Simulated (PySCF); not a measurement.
Electric properties by functional and basis

Species: ethyl chloride, C2H5Cl.
SMILES: `CCCl`

PySCF, dipoles from the SCF density, polarisabilities from static response with core orbitals frozen. Isolated species at its PBE0-D3(BJ)/def2-SVP geometry, gas phase.

Q: How do dipole and polarisability depend on functional and basis here?

A: 

```csv
level,μ (D),error (%),α (Å³),error (%),anisotropy (Å³)
LDA/def2-SVPD,2.129,+3.9,6.45,-2.2,1.92
PBE/def2-SVPD,2.106,+2.7,6.37,-3.3,1.91
B3LYP/def2-SVPD,2.144,+4.6,6.22,-5.6,1.86
PBE0/def2-SVPD,2.174,+6.0,6.14,-6.8,1.82
BHandHLYP/def2-SVPD,2.219,+8.2,6.02,-8.7,1.79
CAM-B3LYP/def2-SVPD,2.174,+6.1,6.13,-6.9,1.79
wB97X-D/def2-SVPD,2.214,+8.0,6.09,-7.5,1.76
LC-wPBE/def2-SVPD,2.204,+7.5,5.96,-9.6,1.70
HF/def2-SVPD,2.342,+14.3,5.83,-11.5,1.72
PBE0/6-31G*,2.199,+7.3,4.63,-29.7,2.03
PBE0/6-31+G*,2.256,+10.0,5.24,-20.5,1.91
PBE0/def2-SVP,1.975,-3.6,4.65,-29.4,1.82
PBE0/aug-cc-pVDZ,2.156,+5.2,6.17,-6.3,1.94
PBE0/def2-TZVP,2.071,+1.0,5.56,-15.6,2.01
PBE0/def2-TZVPD,2.117,+3.2,6.27,-4.8,1.89
PBE0/aug-cc-pVTZ,2.127,+3.8,6.28,-4.7,1.91
```

Reference dipole: 2.050 D (measured, gas; NIST CCCBDB Release 22 (SRD 101), experimental dipoles). Reference dipole: 2.050 D (measured, unstated (gas or solution; conformer average); Muller, Mokrushina, Arlt, J. Chem. Eng. Data 57 (2012) 1231, supporting information). Reference polarisability: 6.590 Å³ (measured, gas; NIST CCCBDB Release 22 (SRD 101), experimental polarizabilities). Errors are taken against the first value of each kind. The anisotropy is √(½[(α1 − α2)² + (α2 − α3)² + (α3 − α1)²]). For the dipole, the smallest error is 1.0% (PBE0/def2-TZVP) and the largest 14.3% (HF/def2-SVPD). For the polarisability, the smallest error is 2.2% (LDA/def2-SVPD) and the largest 29.7% (PBE0/6-31G*). The dipole runs from 1.98 D (PBE0/def2-SVP) to 2.34 D (HF/def2-SVPD). In one basis (def2-SVPD) the functionals order the polarisability from HF (lowest) to LDA (highest), a spread of 10%. With PBE0 the polarisability is 4.95 Å³ without diffuse functions (mean of 6-31G*, def2-SVP and def2-TZVP) and 6.02 Å³ with them (mean of 6-31+G*, def2-SVPD, aug-cc-pVDZ, def2-TZVPD and aug-cc-pVTZ). Measured values can belong to vibrating molecules and may average over conformers; the computed ones are for one fixed geometry.
